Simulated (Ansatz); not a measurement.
The first iterations of a band of BFH$_{2}$O (5 atoms, charge 0, multiplicity 1).

All numbers below come from RKS PBE/def2-SVP (Ansatz 0.2.0).

```
movable images  : 7
climbing image  : yes
spring          : 5.0 eV/Å²
optimiser       : quadratic models (default)
start path      : through a guess of the saddle point
force threshold : 0.05 eV/Å
iteration limit : 60
end points      : relaxed
```

First end point:

```xyz
5
Properties=species:S:1:pos:R:3
B 0.263 -0.077 0.056
F 0.194 -0.158 1.395
H 1.314 0.195 -0.482
O -0.836 -0.299 -0.702
H -1.621 -0.509 -0.160
```

Last end point:

```xyz
5
Properties=species:S:1:pos:R:3
B 0.075 -0.079 -0.823
F 1.014 0.028 1.526
H 1.185 0.115 0.570
O -1.184 -0.369 -0.963
H -1.775 -0.542 -0.203
```

| iteration | highest image above the first end (eV) | largest band force component (eV/Å) |
| --- | --- | --- |
| 1 | 5.198 | 5.138 |
| 2 | 4.396 | 2.780 |
| 3 | 4.260 | 2.081 |

Task: Does the band converge within its limit, and where does its top end?

Result: The forces met the threshold. It ended after 11 iterations with the highest image 4.223 eV above the first end. Neighbouring images differ by up to 1.5 eV, so the band resolves the path poorly. A vibrational analysis at the climbing image gives one clearly imaginary mode, 763i cm⁻¹: a first-order saddle point. The orbitals stay closed-shell, which can raise the energy where a bond breaks towards radicals; this wasn't checked here.

Run time: 68 s on 1 thread of Arm Neoverse V1, with other jobs on the host, peak memory 0.094 GiB.
